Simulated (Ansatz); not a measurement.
# C2H4F+ (SMILES [CH2+]CF): one structure at several levels

One table from this session's results is given with a row withheld; the runs are named, their logs left out.

Program: Ansatz 0.2.0, Gaussian basis. Level of theory: single points in def2-TZVPP. These are calculated values, not measurements.

Cores are frozen in the correlated methods. B3LYP uses VWN-RPA correlation.

### Starting geometry

SMILES `[CH2+]CF`, 7 atoms, charge 1, spin multiplicity 1.

Atoms are counted from 1 here; the program's logs count them from 0.

Bond lengths: C1–C2 1.492 Å, C1–H4 1.044 Å, C1–H5 0.978 Å, C2–F3 1.379 Å, C2–H6 1.169 Å, C2–H7 1.071 Å. Angles: C2–C1–H4 101.9°, C2–C1–H5 125.7°, H4–C1–H5 132.1°, C1–C2–F3 112.0°, C1–C2–H6 118.4°, C1–C2–H7 110.1°, F3–C2–H6 97.8°, F3–C2–H7 115.8°, H6–C2–H7 102.1°.

Geometry (Å):

```xyz
7
charge 1, multiplicity 1
C    -0.7476    0.1330   -0.5262
C     0.4956   -0.0686    0.2732
F     1.0866    1.1285    0.6188
H    -1.0988   -0.8445   -0.6272
H    -1.0419    0.9791   -0.9190
H     0.3981   -0.5149    1.3494
H     1.1330   -0.7818   -0.2093
```

Set-up of the first run:

run/in.yaml

```yaml
crystal:
  periodic: [false, false, false]
  atoms:
    - {symbol: C, position_ang: [-0.747600, 0.133000, -0.526200]}
    - {symbol: C, position_ang: [0.495600, -0.068600, 0.273200]}
    - {symbol: F, position_ang: [1.086600, 1.128500, 0.618800]}
    - {symbol: H, position_ang: [-1.098800, -0.844500, -0.627200]}
    - {symbol: H, position_ang: [-1.041900, 0.979100, -0.919000]}
    - {symbol: H, position_ang: [0.398100, -0.514900, 1.349400]}
    - {symbol: H, position_ang: [1.133000, -0.781800, -0.209300]}
basis:
  gaussian: {orbitals: def2-TZVPP}
total_charge: 1
correlation: {method: ccsd_t}
output: {forces: true}
```

No record of the launch command was kept for these runs.

Among the steps run: CCSD(T)/def2-TZVPP; PBE0-D4/def2-TZVPP; wB97M-V/def2-TZVPP; r2SCAN-D4/def2-TZVPP; PBE-D4/def2-TZVPP; CAM-B3LYP-D4/def2-TZVPP; B3LYP-D4/def2-TZVPP.

One table of the session follows, with a row left open; its other results are not shown here.

```
      method  RMS force component (eV/Å)  angle to CCSD(T) forces (°)
     CCSD(T)                       2.483                    reference
     PBE0-D4                       2.593                          4.2
     wB97M-V                           ?                            ?
   r2SCAN-D4                       2.543                          5.0
      PBE-D4                       2.561                          7.5
CAM-B3LYP-D4                       2.547                          2.8
    B3LYP-D4                       2.493                          3.2
```

Q: Estimate the row for wB97M-V from the others.

As computed: RMS force component (eV/Å): 2.504; angle to CCSD(T) forces (°): 2.3. In the column «RMS force component (eV/Å)» it lies between B3LYP-D4 (2.493) and r2SCAN-D4 (2.543).
